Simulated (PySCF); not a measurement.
**AlF2: doublet, from a bent start**

Where does doublet AlF2 go from a bent start, is the end point a minimum, and what are its modes, charges and moments?

Program: PySCF 2.14.0. Level of theory: B3LYP, basis Al def2-TZVP, F def2-TZVP, no relativity, density fitting. These are calculated values, not measurements.

**1. Where the work starts**

3 atoms, charge 0, spin multiplicity 2.

Bond lengths: Al1–F2 1.900 Å, Al1–F3 1.900 Å. Angles: F2–Al1–F3 110.0°.

Coordinates in bohr (charge 0 multiplicity 2):
```
Al    0.0000    0.0000    0.0000
F     2.9412    0.0000    2.0594
F    -2.9412    0.0000    2.0594
```

**2. The SCF at the typed geometry**

One driver script runs all steps and calls PySCF; scf.py shows how it sets up the SCF of each step. The optimiser is the driver's own. After this first run the driver tries any further starts and a stability analysis.

The input, scf.py:

```python
from pyscf import gto, scf, dft
mol = gto.M(atom='''
Al     0.000000     0.000000     0.000000
F      1.556400     0.000000     1.089800
F     -1.556400     0.000000     1.089800''',
    basis={'Al': 'def2-TZVP', 'F': 'def2-TZVP'},
    charge=0, spin=1)
mf = dft.UKS(mol, xc='B3LYP')
mf.grids.atom_grid = (50, 194)
aux = {'Al': 'def2-universal-JKFIT', 'F': 'def2-universal-JKFIT'}
mf = mf.density_fit(auxbasis=aux)
mf.conv_tol = 1e-08
mf.diis_space = 10
mf.max_cycle = 60
mf.init_guess = 'minao'
mf.verbose = 4
mf.kernel()
```

Command:

```bash
OMP_NUM_THREADS=4 python axn.py task.json out
```

Standard output:

```text
init E= -442.083821884399
[... the frontier-level lines of each cycle are left out ...]
cycle= 1 E= -442.114198439936  delta_E= -0.0304  |g|= 0.696  |ddm|= 1.08
cycle= 2 E= -440.652759512555  delta_E= 1.46  |g|= 2.11  |ddm|= 1.45
cycle= 3 E= -442.30385312664  delta_E= -1.65  |g|= 0.0404  |ddm|= 1.08
cycle= 4 E= -442.30469234178  delta_E= -0.000839  |g|= 0.0291  |ddm|= 0.0871
cycle= 5 E= -442.305062037987  delta_E= -0.00037  |g|= 0.00399  |ddm|= 0.0194
cycle= 6 E= -442.305072079131  delta_E= -1e-05  |g|= 0.00116  |ddm|= 0.00538
cycle= 7 E= -442.305072800132  delta_E= -7.21e-07  |g|= 0.00034  |ddm|= 0.00138
cycle= 8 E= -442.305072864608  delta_E= -6.45e-08  |g|= 6.19e-05  |ddm|= 0.000321
cycle= 9 E= -442.30507286803  delta_E= -3.42e-09  |g|= 2.05e-05  |ddm|= 9.9e-05
Extra cycle  E= -442.305072867873  delta_E= 1.57e-10  |g|= 3.58e-05  |ddm|= 2.95e-05
converged SCF energy = -442.305072867873  <S^2> = 0.7519114  2S+1 = 2.0019105
```

This step, with its further starts and checks, took 2.9 s on 4 threads of Arm Neoverse V1, shared host.

The test of internal stability found no lower solution of this spin.

**3. Relaxing the doublet from the bent start**

The program finds C2v symmetry in the start, which this walk keeps. Threshold on the gradient: 0.0003 Eh/bohr, with a further test on the energy change.

scf.py: that of step 2 with these lines changed.

```diff
@@ -3,3 +3,3 @@
-Al     0.000000     0.000000     0.000000
-F      1.556400     0.000000     1.089800
-F     -1.556400     0.000000     1.089800''',
+Al     0.000000     0.000000    -0.637273
+F      1.556400     0.000000     0.452527
+F     -1.556400     0.000000     0.452527''',
@@ -15 +14,0 @@
-mf.init_guess = 'minao'
```

Energy and gradient, step by step:

```
step  energy (Eh)  change (kJ/mol)  largest symmetric gradient (Eh/bohr)
   0  -442.305073             0.00                               0.08719
   1  -442.343789          -101.65                               0.03123
   2  -442.346936          -109.91                               0.01351
   3  -442.347466          -111.30                               0.00243
   4  -442.347483          -111.35                               0.00014
   5  -442.347483          -111.35                               0.00001
```

The walk took 5.6 s.

After 5 steps and 111.3 kJ/mol it ends at C2v: Al–F 1.653 Å (×2); F–Al–F 120.5°.

**4. Is it a minimum? Harmonic modes**

On the finer grid the gradient is checked again; gradients at displacements of ±0.02 bohr then give force constants and infrared intensities.

scf.py: that of step 3 with these lines changed.

```diff
@@ -3,3 +3,3 @@
-Al     0.000000     0.000000    -0.637273
-F      1.556400     0.000000     0.452527
-F     -1.556400     0.000000     0.452527''',
+Al     0.000000     0.000000    -0.484948
+F      1.430843     0.000000     0.343275
+F     -1.430843     0.000000     0.343275''',
@@ -9 +9 @@
-mf.grids.atom_grid = (50, 194)
+mf.grids.atom_grid = (75, 302)
@@ -12 +12 @@
-mf.conv_tol = 1e-08
+mf.conv_tol = 1e-10
```

This SCF starts from the last density.

Log of the central SCF (cycles and frontier levels):

```text
init E= -442.347600707916
[... the frontier-level lines of each cycle are left out ...]
cycle= 1 E= -442.347600707915  delta_E= 9.09e-13  |g|= 1.98e-06  |ddm|= 1.27e-06
Extra cycle  E= -442.347600707913  delta_E= 1.25e-12  |g|= 3.47e-06  |ddm|= 2.15e-06
converged SCF energy = -442.347600707913  <S^2> = 0.7507943  2S+1 = 2.0007941
```

The whole step took 15 s.

Geometry: C2v; Al–F 1.653 Å (×2); F–Al–F 119.9°.

Modes, for the most abundant isotopes:

```json
{"symmetry": "a1", "ω (cm⁻¹)": "226", "IR (km/mol)": "34.3", "μ (u)": "20.89"}
{"symmetry": "a1", "ω (cm⁻¹)": "743", "IR (km/mol)": "68.2", "μ (u)": "20.71"}
{"symmetry": "b2", "ω (cm⁻¹)": "889", "IR (km/mol)": "149", "μ (u)": "22.40"}
```

All wavenumbers are real: a minimum.

Properties at this point:

* Dipole moment: 1.89 D
* Highest occupied level: -6.82 eV
* Lowest empty level: -3.76 eV
* Rotational constants: 1.558, 0.2167, 0.1902 cm⁻¹
* Zero-point energy: 11.1 kJ/mol
* Principal polarisabilities: 25.9, 28.7, 33.1 bohr³
* Atomisation energy without zero-point energy: 1102 kJ/mol
* Principal traceless quadrupole moments about the centre of mass: -7.49, 1.77, 5.72 D Å
* Entropy at 298.15 K and 1 bar (electronic part: spin only): 265.8 J/(mol K)
* Heat capacity Cp at 298.15 K: 46.1 J/(mol K)
* Enthalpy at 298.15 K above 0 K: 11.69 kJ/mol
* Rotational symmetry number: 2
* Spin squared ⟨S²⟩: 0.751

Populations by atom (charges in e):

```tsv
atom	Mulliken	Löwdin	polar tensor	spin (Mulliken)	Mayer order to Al1
Al1	0.65	0.07	1.08	0.93	–
F2,3	-0.32	-0.03	-0.54	0.04	1.10
```

Mulliken populations on Al1: s 5.08, p 6.80, d 0.38, f 0.09.

**5. Results**

| quantity | value |
| --- | --- |
| minimum | doublet, C2v |
| geometry | Al–F 1.653 Å (×2); F–Al–F 119.9° |
| wavenumbers (cm⁻¹) | 226 (a1), 743 (a1), 889 (b2) |
| dipole moment | 1.89 D |
| highest occupied, lowest empty level (either spin) | -6.82, -3.76 eV |
| polar-tensor charge of Al1 | +1.08 e |
| zero-point energy | 11.1 kJ/mol |
| entropy at 298.15 K | 265.8 J/(mol K) |
| atomisation energy (no zero-point energy) | 1102 kJ/mol |
| ⟨S²⟩ | 0.751 |

The molecule stays C2v, as typed, and the end point is a minimum. In the infrared the band at 889 cm⁻¹ (b2, stretch) leads. Most of the spin sits on Al1 (Mulliken spin 0.93, against 1 for the whole molecule). Only this shape and spin were tried, so other structures or states may lie lower.

The search up to here took 24 s.
